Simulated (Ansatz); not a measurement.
in.yaml

```yaml
crystal:
  periodic: [false, false, false]
  atoms:
    - {symbol: B, position_ang: [-0.008879, -1.312613, 1.090701]}
    - {symbol: S, position_ang: [0.047746, 0.340081, 1.503234]}
    - {symbol: Ga, position_ang: [-0.040514, 0.049769, -0.838205]}
    - {symbol: H, position_ang: [1.378800, -0.182609, -1.538412]}
basis:
  gaussian: {orbitals: cc-pVDZ}
total_charge: 1
magnetization: {spin_polarized: true, initial_magnetization: 2}
correlation: {method: ccsdt_q, electrons: outside_noble_gas}
```

```sh
$ ansatz run in.yaml --threads 1 --pin off --events-out ev --progress --plain --max-ram 2393MiB
```

Roughly how long does this take on 1 thread of AMD EPYC 7B13, shared host, and how much host memory?

2.2 min wall and 0.7 GiB.

```
1281 factors; integrals over basis functions are off by at most 1.9e-7 eV
mean field evaluation 1: about -63825.3710 eV, gradient 1.7e1 eV
mean field evaluation 2: about -63825.4213 eV, gradient 1.7e1 eV
mean field evaluation 4: about -63828.1176 eV, gradient 3.1e0 eV
mean field evaluation 8: about -63828.4233 eV, gradient 4.6e-1 eV
mean field evaluation 16: about -63828.4563 eV, gradient 4.9e-6 eV
mean field evaluation 32: about -63828.4547 eV, gradient 9.5e-2 eV
mean field evaluation 64: about -63828.2897 eV, gradient 6.1e-1 eV
mean field evaluation 96: about -63827.8100 eV, gradient 1.6e0 eV
mean field evaluation 128: about -63826.6486 eV, gradient 1.7e-1 eV
mean field evaluation 160: about -63826.0967 eV, gradient 1.8e0 eV
...
mean field -63828.45627660 eV, -2345.6525036833 hartree, gradient 2.8e-6 eV, S^2 2.038355; 8 other end points of the search recorded, 0 dependent functions left out
determinant -63828.45627660 eV, -2345.6525036833 hartree, with singles and doubles -63835.27589914 eV, -2345.9031201893 hartree
determinant -63827.89153822 eV, -2345.6317499307 hartree, with singles and doubles -63834.78620173 eV, -2345.8851241413 hartree
determinant -63826.65264166 eV, -2345.5862213221 hartree, with singles and doubles -63833.12729364 eV, -2345.8241603937 hartree
determinant -63826.19390696 eV, -2345.5693631326 hartree, with singles and doubles -63832.92712562 eV, -2345.8168043545 hartree
determinant -63828.45627660 eV, -2345.6525036833 hartree, with singles and doubles -63835.28013629 eV, -2345.9032759017 hartree
determinant -63827.89153822 eV, -2345.6317499307 hartree, with singles and doubles -63834.78254039 eV, -2345.8849895897 hartree
20 core orbitals not correlated: weight in the atoms' cores, before any rotation towards them, 0.994 or more for the frozen orbitals, at most 0.009 for the correlated occupied ones
reference -63828.45627660 eV, -2345.6525036833 hartree; 7, 5 occupied and 37, 39 virtual orbitals, 1281 factors
second order -6.03803120 eV of doubles, -0.00000000 eV of singles
...
cycle  23  -7.22125410 eV  change   -2.1e-5 eV  update   1.7e-5
cycle  24  -7.22125870 eV  change   -4.6e-6 eV  update   1.2e-5
cycle  25  -7.22125875 eV  change   -4.1e-8 eV  update   9.5e-6
cycle  26  -7.22126171 eV  change   -3.0e-6 eV  update   7.2e-6
cycle  27  -7.22125938 eV  change    2.3e-6 eV  update   6.0e-6
cycle  28  -7.22126228 eV  change   -2.9e-6 eV  update   4.5e-6
cycle  29  -7.22126346 eV  change   -1.2e-6 eV  update   3.4e-6
cycle  30  -7.22126369 eV  change   -2.3e-7 eV  update   2.4e-6
cycle  31  -7.22126341 eV  change    2.8e-7 eV  update   1.7e-6
cycle  32  -7.22126249 eV  change    9.3e-7 eV  update   1.2e-6
perturbative correction -0.02817812 eV, -0.0010355268 hartree
Total energy: -63835.70571720 eV, -2345.9189157117 hartree
```
